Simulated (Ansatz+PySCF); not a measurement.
## doublet O2F: levels of theory in one basis

```xyz
3

F     0.0000    0.1976   -1.2497
O     0.0000   -0.4907    0.2124
O     0.0000    0.2931    1.0373
```

Basis set: cc-pVTZ (spherical functions). Left uncorrelated: 3 orbitals. Correlation on ROHF uses semicanonical orbitals with singles. Charge 0, multiplicity 2.

Computed with Ansatz (development build ahead of 0.2.0) and PySCF 2.14.0; each method stands on the lowest determinant of its kind that the runs found.

| method | E − E(ROHF) (eV) | <S²> of the determinant |
| --- | --- | --- |
| ROHF | 0.00 | 0.75 |
| UHF | -1.54 | 1.51 |
| ROHF-MP2 | -20.33 | – |
| UHF-MP2 | -19.31 | 1.51 |

Question: What does ROHF-CCSD(T) give on the same scale?

Answer: -21.25 eV.

The restricted and unrestricted rows may stand on different electronic states: another unrestricted solution lies nearer the restricted one.

Caution for ROHF, ROHF-MP2, ROHF-CCSD(T): an unrestricted determinant lies well below. Caution for UHF, UHF-MP2: the unrestricted determinant is spin contaminated. Caution for ROHF-MP2, UHF-MP2: forces differ strongly between restricted and unrestricted references. Caution for UHF-MP2: another reference gives a lower total.
